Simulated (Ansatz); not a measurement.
Basis-set extrapolation for `N/C=C/CS` (PBE0-D4/def2-TZVP geometry, frozen core, Ansatz). Multiplicity 1, RHF reference.

```
                      def2-TZVPP   def2-QZVPP
                 HF  -569.714812  -569.734397
    MP2 correlation    -0.887752    -0.950454
CCSD(T) correlation    -0.976705      not run
```

Energies in hartree. Use E(X) = E(∞) + A·exp(−7.88·√X) for Hartree–Fock and E(X) = E(∞) + B·X^(−2.97) for correlation, with X = 3 and 4, and add CCSD(T) minus MP2 of the smaller set to the MP2 limit.

**Question.** What is the CCSD(T) energy at the basis-set limit?

**Answer.** HF limit: -569.734397 + (-0.019585) × 0.13774 = -569.73709. MP2 limit: -0.950454 + (-0.062702) × 0.74074 = -0.99690. Higher-order term: -0.976705 − (-0.887752) = -0.08895. Total: -570.82294 hartree, 3.58 eV below CCSD(T)/def2-TZVPP.
